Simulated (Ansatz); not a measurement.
Ansatz (a first-principles code) job for dimethylamine cation (C₂H₇N), SMILES CNC (connectivity only; charge and spin as stated), charge +1, multiplicity 2, PBE-D3(BJ)/def2-TZVP. 

Ansatz 0.2 input:
```yaml
crystal:
  periodic: [false, false, false]
  atoms:
    - {symbol: C, position_ang: [1.27338344, 0.00018619, 0.20736522]}
    - {symbol: N, position_ang: [0.00000000, 0.00000000, -0.44267143]}
    - {symbol: C, position_ang: [-1.27338345, -0.00018619, 0.20736521]}
    - {symbol: H, position_ang: [1.84180280, -0.88130548, -0.12025074]}
    - {symbol: H, position_ang: [1.15471243, 0.00550351, 1.28613955]}
    - {symbol: H, position_ang: [1.84673991, 0.87473790, -0.12938067]}
    - {symbol: H, position_ang: [-0.00000000, -0.00000000, -1.46269889]}
    - {symbol: H, position_ang: [-1.84673990, -0.87473790, -0.12938066]}
    - {symbol: H, position_ang: [-1.84180280, 0.88130547, -0.12025073]}
    - {symbol: H, position_ang: [-1.15471243, -0.00550352, 1.28613955]}
basis:
  gaussian:
    orbitals: def2-TZVP
hamiltonian:
  xc: pbe
  dispersion: d3bj
total_charge: 1
magnetization: {spin_polarized: true, initial_magnetization: 1}
relax: {f_tol: 0.002, max_steps: 200}
```

It prints:

```
WARN ansatz: RAYON_NUM_THREADS=1 ignored (pool sized by the plan → 1); use --threads N
Functional definition: PBE
integrals: 0.04 GiB planned
823 factors; their error is unknown
mean field: 0.46 GiB planned
mean field evaluation 1: about -3649.6553 eV, gradient 6.1e1 eV
mean field evaluation 2: about -3630.4214 eV, gradient 8.5e1 eV
mean field evaluation 4: about -3665.8961 eV, gradient 9.3e0 eV
mean field evaluation 8: about -3666.2383 eV, gradient 5.9e-2 eV
mean field evaluation 16: about -3666.2087 eV, gradient 5.0e-5 eV
mean field -3666.20874526 eV, -134.7306863427 hartree, gradient 1.2e-5 eV, S^2 0.753007; 0 other end points of the search recorded, 0 dependent functions left out
the calculation of the forces begins
reference -3666.20878088 eV, -134.7306876517 hartree; 13, 12 occupied and 122, 123 virtual orbitals, 823 factors
relax step   1: F+E_penalty+E_count = -3666.34755003 eV  Δ(F+E_penalty+E_count) = +0.000e0 eV  max|allowed force component| = 4.311e-1 eV/Å  Δτ_max = 0.0000 Å  (32 SCF iters, accepted)
these checks for a lower state are left out or cut short: starts, cluster_reference, orbital_swaps, neighbouring_geometries, increment
integrals: 0.04 GiB planned
823 factors; their error is unknown
mean field: 0.47 GiB planned
mean field -3666.21882576 eV, -134.7310567942 hartree, gradient 2.5e-5 eV, S^2 0.753031; 0 other end points of the search recorded, 0 dependent functions left out
the calculation of the forces begins
reference -3666.21886142 eV, -134.7310581048 hartree; 13, 12 occupied and 122, 123 virtual orbitals, 823 factors
relax step   2: F+E_penalty+E_count = -3666.35740733 eV  Δ(F+E_penalty+E_count) = -9.857e-3 eV  max|allowed force component| = 2.106e-1 eV/Å  Δτ_max = 0.0077 Å  (34 SCF iters, accepted)
these checks for a lower state are left out or cut short: starts, cluster_reference, orbital_swaps, neighbouring_geometries, increment
integrals: 0.04 GiB planned
823 factors; their error is unknown
mean field: 0.47 GiB planned
mean field evaluation 32: about -3666.2205 eV, gradient 3.6e-3 eV
mean field -3666.22047354 eV, -134.7311173490 hartree, gradient 2.6e-5 eV, S^2 0.753039; 0 other end points of the search recorded, 0 dependent functions left out
the calculation of the forces begins
reference -3666.22050922 eV, -134.7311186602 hartree; 13, 12 occupied and 122, 123 virtual orbitals, 823 factors
relax step   3: F+E_penalty+E_count = -3666.35897412 eV  Δ(F+E_penalty+E_count) = -1.567e-3 eV  max|allowed force component| = 3.954e-2 eV/Å  Δτ_max = 0.0041 Å  (34 SCF iters, accepted)
these checks for a lower state are left out or cut short: starts, cluster_reference, orbital_swaps, neighbouring_geometries, increment
integrals: 0.04 GiB planned
823 factors; their error is unknown
mean field: 0.47 GiB planned
mean field -3666.22049469 eV, -134.7311181263 hartree, gradient 2.6e-5 eV, S^2 0.753036; 0 other end points of the search recorded, 0 dependent functions left out
the calculation of the forces begins
reference -3666.22053037 eV, -134.7311194374 hartree; 13, 12 occupied and 122, 123 virtual orbitals, 823 factors
relax step   4: F+E_penalty+E_count = -3666.35902773 eV  Δ(F+E_penalty+E_count) = -5.361e-5 eV  max|allowed force component| = 6.148e-3 eV/Å  Δτ_max = 0.0011 Å  (34 SCF iters, accepted)
these checks for a lower state are left out or cut short: starts, cluster_reference, orbital_swaps, neighbouring_geometries, increment
integrals: 0.04 GiB planned
823 factors; their error is unknown
mean field: 0.47 GiB planned
mean field -3666.22051030 eV, -134.7311186999 hartree, gradient 2.6e-5 eV, S^2 0.753036; 0 other end points of the search recorded, 0 dependent functions left out
the calculation of the forces begins
reference -3666.22054597 eV, -134.7311200110 hartree; 13, 12 occupied and 122, 123 virtual orbitals, 823 factors
relax step   5: F+E_penalty+E_count = -3666.35903125 eV  Δ(F+E_penalty+E_count) = -3.523e-6 eV  max|allowed force component| = 6.574e-4 eV/Å  Δτ_max = 0.0005 Å  (34 SCF iters, accepted)
integrals: 0.04 GiB planned
823 factors; their error is unknown
mean field: 0.47 GiB planned
mean field evaluation 64: about -3666.2428 eV, gradient 2.2e-1 eV
mean field -3666.22051030 eV, -134.7311186999 hartree, gradient 2.6e-5 eV, S^2 0.753036; 1 other end points of the search recorded, 0 dependent functions left out
the calculation of the forces begins
reference -3666.22054597 eV, -134.7311200110 hartree; 13, 12 occupied and 122, 123 virtual orbitals, 823 factors
Total energy: -3666.35906693 eV, -134.7362105623 hartree
Atom 0 at     1.269286     0.000202     0.207733 Å, force     0.000485    -0.000088     0.000287 eV/Å
Atom 1 at    -0.000000    -0.000000    -0.440810 Å, force    -0.000000     0.000000    -0.000303 eV/Å
Atom 2 at    -1.269286    -0.000202     0.207733 Å, force    -0.000485     0.000088     0.000287 eV/Å
Atom 3 at     1.852750    -0.882893    -0.124327 Å, force    -0.000657     0.000077    -0.000096 eV/Å
Atom 4 at     1.156110     0.005348     1.295683 Å, force    -0.000313     0.000002    -0.000224 eV/Å
Atom 5 at     1.857552     0.876308    -0.133418 Å, force    -0.000657    -0.000016    -0.000064 eV/Å
Atom 6 at    -0.000000    -0.000000    -1.468155 Å, force     0.000000    -0.000000     0.000497 eV/Å
Atom 7 at    -1.857552    -0.876308    -0.133418 Å, force     0.000657     0.000016    -0.000064 eV/Å
Atom 8 at    -1.852750     0.882893    -0.124327 Å, force     0.000657    -0.000077    -0.000096 eV/Å
Atom 9 at    -1.156110    -0.005348     1.295683 Å, force     0.000313    -0.000002    -0.000224 eV/Å
Dipole moment:    -0.000000     0.000000    -0.201498 e Å
```

The calculation finished and met its thresholds.

Cost: very roughly 22 core-seconds.
